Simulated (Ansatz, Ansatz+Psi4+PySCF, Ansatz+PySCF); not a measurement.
```csv
atom,x (Å),y (Å),z (Å)
C,1.2576,-0.2514,0.0858
N,0.0946,0.4730,-0.1417
C,-1.1904,-0.1849,0.0282
H,-1.9915,0.4835,-0.2939
H,1.2549,-1.2808,-0.2533
H,2.1867,0.3028,0.0408
H,0.1164,1.4156,0.2227
H,-1.2235,-1.0765,-0.6040
H,-1.3931,-0.5125,1.1120
```

Basis set: cc-pVTZ (spherical functions). Frozen core: 3 orbitals. Correlation on ROHF uses semicanonical orbitals with singles. Charge 0, multiplicity 2.

Computed with Ansatz (development build ahead of 0.2.0); each method stands on the lowest determinant of its kind that the runs found.

Question: Give the atomization energy at this shape (free ground-state atoms in the same class of orbitals less the molecule, no zero-point energy) of doublet C2H6N by ROHF-MP2, UHF-MP2, ROHF, UHF.

Answer:

| method | atomization energy |
| --- | --- |
| ROHF-MP2 | 32.64 eV |
| UHF-MP2 | 32.60 eV |
| ROHF | 24.30 eV |
| UHF | 24.07 eV |
